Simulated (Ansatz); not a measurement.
System: fcc Pd. Method: PBE-D3(BJ) in Ansatz (PAW).

Settings: plane-wave cutoff 520 eV, 24×24×24 k mesh, Fermi–Dirac smearing 0.05 eV, scalar-relativistic PAW data made under PBE.

Computed points:

```csv
V (Å³/atom),E − E_lowest (meV/atom),P (GPa)
13.834,36.44,14.13
14.128,15.48,8.80
14.423,3.70,4.12
14.717,0.00,0.00
15.011,3.40,-3.62
15.306,13.02,-6.79
15.600,28.11,-9.57
```

Q: Estimate the bulk modulus from the pressures at 14.423 and 15.011 Å³/atom, and compare it with a fit to all energies.

A: B = −V dP/dV. Between V = 14.423 and 15.011 Å³/atom, dP/dV = (-3.62 − (4.12))/(15.011 − 14.423) = -13.2 GPa per Å³/atom; at the midpoint 14.717 Å³/atom this gives B ≈ 194 GPa. The third-order Birch–Murnaghan fit gives V0 = 14.717 Å³/atom, B0 = 193 GPa, B′ = 5.5, which lies within 1 % of that estimate.

Measured, for comparison: bulk modulus 195 GPa (zero-point energy and finite temperature contributions removed, our sources range from 187 to 198; as tabulated in doi:10.1021/acs.jctc.3c00612); equilibrium volume per atom 14.56 Å³/atom (static lattice: zero-point anharmonic expansion removed; as tabulated in Mejia-Rodriguez and Trickey (2018), arXiv:1807.09216). Computed (rounded) less measured: bulk modulus -1 % (inside the range of the sources held), equilibrium volume per atom +1.1 %.

The computed numbers hold no vibrational or temperature effects.

Ansatz is an electronic-structure program.
